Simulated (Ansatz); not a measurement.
Write a Python script for the Ansatz DFT code, driven from Python that makes a ladder of basis sets of CSi (charge +1). Use (for the species named): MP2, cc-pVDZ basis, multiplicity 4. The script varies basis: cc-pVDZ, cc-pVTZ.

```xyz
2

Si    0.0000    0.0000    0.0000
C     0.0000    0.0000    1.9250
```

`csi.py`:
```python
"""How the energy of CSi(+) converges with the basis."""

import ansatz as az


def main() -> None:
    geometry_ang = [
        ("Si", (0.0, 0.0, 0.0)),
        ("C", (0.0, 0.0, 1.925)),
    ]
    molecule = az.Crystal.molecule()
    for symbol, xyz in geometry_ang:
        molecule = molecule.atom(symbol, xyz)

    setup = (
        molecule.calculation()
        .correlation("mp2")
        .charge(1)
        .spin("collinear", total=3)
    )

    energies = {}
    for basis in ["cc-pVDZ", "cc-pVTZ"]:
        r = setup.basis(gaussian=basis).run(threads=1).report
        size = r["n_frozen"] + r["n_occupied"][0] + r["n_virtual"][0]
        energies[basis] = (r["reference_energy_ev"] / 27.211386246, r["free_energy_ev"] / 27.211386246)
        print(f"{basis:14s} {size:4d} orbitals  reference {energies[basis][0]:14.6f} Ha  total {energies[basis][1]:14.6f} Ha")

    # two-point extrapolation: the basis-set error of the correlation energy falls as X^-3
    small, large = (energies[b][1] - energies[b][0] for b in ("cc-pVDZ", "cc-pVTZ"))
    limit = (3 ** 3 * large - 2 ** 3 * small) / (3 ** 3 - 2 ** 3)
    print(f"correlation energy: {small:.6f} and {large:.6f} Ha, extrapolated {limit:.6f} Ha")
    print(f"share caught by the larger set: {100 * large / limit:.1f} %")


if __name__ == "__main__":
    main()
```

```console
$ python csi.py
cc-pVDZ          32 orbitals  reference    -326.340380 Ha  total    -326.454013 Ha
cc-pVTZ          64 orbitals  reference    -326.357777 Ha  total    -326.496686 Ha
correlation energy: -0.113633 and -0.138909 Ha, extrapolated -0.149551 Ha
share caught by the larger set: 92.9 %
```

Against cc-pVDZ: cc-pVTZ -42.7 mHa. The last step alone is -42.67 mHa.

What to keep in mind:
- The drop along the ladder measures the basis error, and is no property of the molecule.
- The geometry is a force-field or estimated start, not a minimum of this method, and the last set is no limit. Much of the fall in a total is atomic energy, which cancels in bond and reaction energies.
- The run takes the species as open-shell (spin multiplicity 4), which needn't be its ground state.
- Inner cores stay frozen, so this is valence correlation.
- For Al to Cl the sets with a tight d function, cc-pV(X+d)Z, are usual.
- The spin state was assumed, and another may lie lower.
- An extrapolation from small basis sets is rough.
- It ran for 2.1 s on 1 thread of Arm Neoverse N1, on a shared host, peak memory 0.15 GiB.
